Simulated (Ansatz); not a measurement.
**SiH2O2 (built from SMILES O[Si]O): single points off equilibrium**

The task here is to estimate one member of a computed series from the others.

Program: Ansatz 0.2.0, Gaussian basis. Level of theory: single points in def2-TZVPP. These are calculated values, not measurements.

Cores are frozen in the correlated methods.

## The starting structure

5 atoms, charge 0, spin multiplicity 1.

Atoms are counted from 1 here; the program's logs count them from 0.

Bond lengths: O2–Si3 1.757 Å, Si3–O4 1.609 Å, O4–H5 1.057 Å. Angles: O2–Si3–O4 95.0°, Si3–O4–H5 115.2°.

Coordinates:

```xyz
5

H    -0.5954   -0.3340   -0.8562
O    -0.0941   -1.6088   -0.4179
Si    0.5577   -0.4639    0.7439
O     0.1012    0.8425   -0.0774
H     0.1643    1.7532    0.4554
```

Set-up of the first run:

File run/in.yaml:

```yaml
crystal:
  periodic: [false, false, false]
  atoms:
    - {symbol: H, position_ang: [-0.595400, -0.334000, -0.856200]}
    - {symbol: O, position_ang: [-0.094100, -1.608800, -0.417900]}
    - {symbol: Si, position_ang: [0.557700, -0.463900, 0.743900]}
    - {symbol: O, position_ang: [0.101200, 0.842500, -0.077400]}
    - {symbol: H, position_ang: [0.164300, 1.753200, 0.455400]}
basis:
  gaussian: {orbitals: def2-TZVPP}
correlation: {method: ccsd_t}
output: {forces: true}
```

The command line of these runs was not kept.

Among the steps run: CCSD(T)/def2-TZVPP; PBE0-D4/def2-TZVPP; wB97M-V/def2-TZVPP; r2SCAN-D4/def2-TZVPP; PBE-D4/def2-TZVPP; LC-wPBE/def2-TZVPP; wB97X-V/def2-TZVPP.

One table of the session follows, with a row left open; its other results are not shown here.

```
   method  RMS force component (eV/Å)  angle to CCSD(T) forces (°)  dipole (D)
  CCSD(T)                       2.826                    reference        3.83
  PBE0-D4                       2.862                          2.9        3.97
  wB97M-V                       2.913                          2.1        4.04
r2SCAN-D4                       2.736                          2.4        3.90
   PBE-D4                       2.595                          5.5        3.77
  LC-wPBE                       2.998                          4.1        4.13
  wB97X-V                           ?                            ?           ?
```

Q: Estimate the row for wB97X-V from the others.

The run gave: RMS force component (eV/Å): 2.954; angle to CCSD(T) forces (°): 2.5; dipole (D): 4.05. In the column «RMS force component (eV/Å)» it lies between wB97M-V (2.913) and LC-wPBE (2.998).
